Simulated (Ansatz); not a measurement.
## SiNH4 (SMILES N[SiH2]): the energy, rung by rung

SiNH4: 6 atoms, total charge 0, spin state doublet. As SMILES, `N[SiH2]`. Geometry: relaxed at PBE0-D4/def2-TZVP. This is one conformer, not always the lowest.

```tsv
atom	x (Å)	y (Å)	z (Å)
N	-0.0623	-0.8635	0.0209
Si	0.3074	0.8153	0.1616
H	0.5650	-1.4759	-0.4764
H	-0.5036	-1.3465	0.7876
H	0.6574	1.3078	-1.2041
H	-0.9216	1.4989	0.6643
```

Quantity: the energy change with the N1–Si2 bond stretched from 1.725 to 2.156 Å, in eV. The values are calculated.

```
           level                    kind  program  value (eV)  less FCI/STO-3G
      UHF/STO-3G            Hartree–Fock   Ansatz        1.89            +0.36
    UBLYP/STO-3G                     GGA   Ansatz        1.25            -0.28
 U-r2SCAN/STO-3G                meta-GGA   Ansatz        1.49            -0.04
   UB3LYP/STO-3G           global hybrid   Ansatz        1.48            -0.05
U-wB97M-V/STO-3G  range-separated hybrid   Ansatz        1.67            +0.14
   UHSE06/STO-3G  range-separated hybrid   Ansatz        1.59            +0.06
  UB2PLYP/STO-3G           double hybrid   Ansatz        1.60            +0.07
     UMP2/STO-3G     perturbation theory   Ansatz        1.73            +0.20
    UCCSD/STO-3G   coupled cluster or CI   Ansatz        1.58            +0.05
      FCI/STO-3G      exact in the basis   Ansatz        1.53             0.00
```

FCI/STO-3G is exact within its basis and frozen core, so for wave-function methods in that basis the difference is their error; functionals converge differently with the basis, so for them it is only a difference. The first shape isn't each level's own minimum. The values span 1.25 to 1.89 eV. All rows use very small basis sets, so none should be taken for the real molecule's value.
